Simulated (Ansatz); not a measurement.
A made-up structure of BSiHF, doublet:

```csv
atom,x (Å),y (Å),z (Å)
B1,-1.9605,0.5736,-0.3833
Si2,0.1043,-0.0471,0.0618
F3,0.7339,-1.6136,-0.1375
H4,1.1223,1.0871,0.4589
```

It is relaxed with PBE-D4/def2-SVP and then PBE0-D4/def2-TZVP (Ansatz 0.2.0). Atoms count as bonded within 1.22 times the sum of their covalent radii (H–H: 0.88 Å). The end point is not checked to be a true minimum.

Problem. Does its bonding change? (Judge from chemistry; the calculation decides.)

Solution. Computed: No: no bond forms or breaks.

Where it ends: The first stage lowers the energy by 0.37 eV in 6 steps. It ends as BSiHF ([B][SiH][F]):
```
4
angstrom
B -1.7229 0.5328 -0.4524
Si 0.0079 -0.1049 0.3855
F 0.6869 -1.4188 -0.2384
H 1.0281 0.9909 0.3053
```

Labels in which every atom is bracketed show which atoms are joined, not bond orders.

For scale, one of the runs: PBE0-D4/def2-TZVP relaxation, 105 basis functions, launched by `ansatz run in.yaml --threads 2 --pin off --events-out ev --progress --plain --max-ram 4352MiB`. Hardware: 2 CPU threads of an Arm Neoverse V2, shared host. Wall time about 27 s.
